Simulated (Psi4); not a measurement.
Psi4 input (wB97X-D/6-31G*):

```
memory 1500 MB

molecule {
-1 1
O    -1.05613991   -0.38056162   -0.01204272
C     0.01219483    0.60892406   -0.01345114
O     1.11918472    0.07877032    0.02005673
H    -0.57752748   -1.23921390    0.01659471
symmetry c1
no_reorient
no_com
}

set {
  basis 6-31G*
  reference rks
  scf_type pk
  dft_radial_points 99
  dft_spherical_points 590
  e_convergence 1e-8
  d_convergence 1e-7
  maxiter 150
}

e = energy('wb97x-d')
print_out(f'\nFINAL {e:.10f} DIPOLE {variable("CURRENT DIPOLE")[0]:.6f} {variable("CURRENT DIPOLE")[1]:.6f} {variable("CURRENT DIPOLE")[2]:.6f}\n')
```

Question: Predict the final energy.

Answer: -189.04306 Eh.
